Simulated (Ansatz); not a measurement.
C5H8O can be A, `C=CCC1CO1`, or B, `C=C1CC1(C)O`.

Calculated with Ansatz (gas phase, PBE0-D4/def2-TZVP geometries, no zero-point term in ΔE). CBS: MP2 limit from def2 TZ/QZ plus the TZ coupled-cluster correction, frozen cores. DFT in def2-TZVPP. One conformer a species, not always the lowest.

(1) Which is lower in electronic energy at CCSD(T)/CBS, and by how much? (Estimate.)

(2) Give E(B) − E(A) in kcal/mol with HF/def2-TZVPP, PBE0-D4, r2SCAN-D4, MP2/def2-TZVPP, CCSD(T)/def2-TZVPP, PBE-D4, ωB97M-V. (Estimate.)

Largest T1 diagnostic: 0.011.

## Answers

(1) Ansatz gave: A, by 2.7 kcal/mol.

(2) The calculation gave: HF/def2-TZVPP 4.1, PBE0-D4 1.2, r2SCAN-D4 1.8, MP2/def2-TZVPP 2.3, CCSD(T)/def2-TZVPP 3.3, PBE-D4 1.4, ωB97M-V 2.1. None reverses the order clearly.

In def2-TZVPP, CCSD(T) changes the Hartree–Fock value by −0.8 kcal/mol (the triples alone add +0.0 kcal/mol) and MP2 by −1.8 kcal/mol.
